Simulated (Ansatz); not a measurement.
```yaml
crystal:
  periodic: [false, false, false]
  atoms:
    - {symbol: B, position_ang: [0.000000, 0.000000, 0.000000]}
    - {symbol: N, position_ang: [0.000000, 0.000000, -1.295258]}
    - {symbol: N, position_ang: [0.000000, 0.000000, 1.295258]}
basis:
  gaussian: {orbitals: def2-TZVP}
magnetization: {spin_polarized: true, initial_magnetization: 3}
hamiltonian: {xc: pbe0}
relax: {f_tol: 0.004, max_steps: 80}
```

```sh
$ ansatz run in.yaml --threads 1 --pin off --events-out ev --progress --plain --max-ram 2176MiB
```

Steps of the relaxation (energy above the last step; positions in Å, forces in eV/Å):

```
3
step 1, 311.5 meV
B     0.000    0.000    0.000    0.000    0.000    0.000
N     0.000    0.000   -1.295    0.000    0.000   -4.450
N     0.000    0.000    1.295    0.000    0.000    4.450
```

```
3
step 2, 23.5 meV
B     0.000    0.000    0.000    0.000    0.000    0.000
N     0.000    0.000   -1.349    0.000    0.000   -1.099
N     0.000    0.000    1.349    0.000    0.000    1.099
```

```
3
step 3, 0.4 meV
B     0.000    0.000    0.000    0.000    0.000    0.000
N     0.000    0.000   -1.368    0.000    0.000   -0.135
N     0.000    0.000    1.368    0.000    0.000    0.135
```

```
3
step 4, 0.0 meV
B     0.000    0.000    0.000    0.000    0.000    0.000
N     0.000    0.000   -1.371    0.000    0.000    0.002
N     0.000    0.000    1.371    0.000    0.000   -0.002
```

Close pairs at the end: B1–N2 1.371 Å, B1–N3 1.371 Å.

A stationary point of unrestricted PBE0 after 4 steps, with ⟨S²⟩ = 3.804 against 3.75 for a pure state; no frequencies were run, so it isn't proven a minimum. 19 s on 1 thread of Arm Neoverse N1, shared host.
